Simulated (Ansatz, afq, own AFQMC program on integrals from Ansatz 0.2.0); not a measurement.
# Where AFQMC and coupled cluster stand for CH$_{2}$B, quartet

```tsv
atom	x (Å)	y (Å)	z (Å)
B	0.0000	-0.1174	1.1204
C	0.0000	-0.0332	-1.0119
H	0.0000	0.8823	1.7905
H	0.0000	0.7721	-1.7499
```

Connectivity, by distances: BH ··· CH.

Basis cc-pVDZ. Only valence electrons are correlated. Integrals, coupled cluster, full CI and functionals: Ansatz 0.2.0; the random walks run on the same integrals in our own AFQMC program. ph-AFQMC/CISD is guided by a CISD state made of CCSD amplitudes; releasing the constraint for a short imaginary time cuts its bias at the price of noise, slowly where states lie close. Uncertainties: one standard error, sampling alone.

Determinant: UHF, the one that the program's search chose, which needn't be the lowest solution. The geometry is a point of a scan.

No full CI on the walks' own integrals is used here; CCSDT(Q) serves as the reference and is uncertain by about the last step of the cluster series.

Cautions: lower spins were not checked.

- T1 diagnostic: 0.0347
- weight of the determinant in the CISD state: 0.882
- ⟨S²⟩ of the determinant: 3.797
- size of the correlated space: 9 electrons in 36 orbitals

Reference: CCSDT(Q), correlation energy -5.055 eV. The released energy is read at 2.40 1/Eh (meV from the phaseless value at times in 1/Eh: 7 ± 14 at 0.24, -18 ± 14 at 0.51, 1 ± 14 at 0.99, -30 ± 28 at 1.62, -30 ± 21 at 2.40).

| level | E − E(reference) (kJ/mol) | share of correlation (%) |
| --- | --- | --- |
| HF | 487.7 | 0.00 |
| MP2 | 117.1 | 75.99 |
| CCSD | 20.2 | 95.86 |
| CCSD(T) | 5.9 | 98.79 |
| CCSDT | 1.1 | 99.77 |
| ph-AFQMC/CISD | 2.3 ± 1.7 | 99.53 |
| released AFQMC | -0.6 ± 2.1 | 100.13 |

A walk keeps the symmetry of its determinant, which the program's search chose and which needn't be the lowest solution, so a lower state of the same spin and another symmetry isn't excluded. Released energies are given only where the last usable release times agree within the noise; a slower fall can still hide under it.
